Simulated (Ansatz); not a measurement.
Compare A (`N[SiH]O`•) with its isomer B (`N[SiH2][O]`•).

Calculated with Ansatz (gas phase, PBE0-D4/def2-TZVP geometries, no zero-point term in ΔE). CCSD(T)/CBS adds triple-zeta CCSD(T) − MP2 to the extrapolated MP2 energy (def2 sets, frozen cores). This one scheme is used for every species. DFT in def2-TZVPP. B3LYP here is the variant with VWN-RPA as its local correlation; programs differ in this. Open shells (•) are unrestricted, without spin–orbit coupling. One conformer a species, not always the lowest.

Task: Which isomer does CCSD(T)/CBS put lower? Give the gap. (An estimate is asked.)

Result: The calculation gave: A, by 26.1 kcal/mol.

Task: Give E(B) − E(A) in kcal/mol with BLYP-D4, B3LYP-D4, CCSD(T)/def2-SVP, B3LYP, PBE0-D4, MP2/def2-TZVPP, B2PLYP. (An estimate is asked.)

Result: The calculation gave: BLYP-D4 22.9, B3LYP-D4 22.9, CCSD(T)/def2-SVP 21.1, B3LYP 22.6, PBE0-D4 25.2, MP2/def2-TZVPP 32.0, B2PLYP 24.7. None reverses the order clearly.

Task: Does the order hold for the free energy at 298.15 K (harmonic terms from PBE0-D4)? (An estimate is asked.)

Result: The calculation gave: Yes: G(B) − G(A) = +23.9 kcal/mol, for one conformer each.

Largest T1 diagnostic: 0.018.

From r2SCAN to r2SCAN0 (25 % exact exchange), in def2-TZVPP and without D4, E(B) − E(A) moves by −0.9 kcal/mol. Leaving LDA and LC-ωPBE aside and taking each functional with its dispersion term where it has one, the values, not all of them listed here, spread over 6.9 kcal/mol, from BHLYP-D4 to PBE-QIDH. LDA lies +5.6 kcal/mol from PBE without D4.
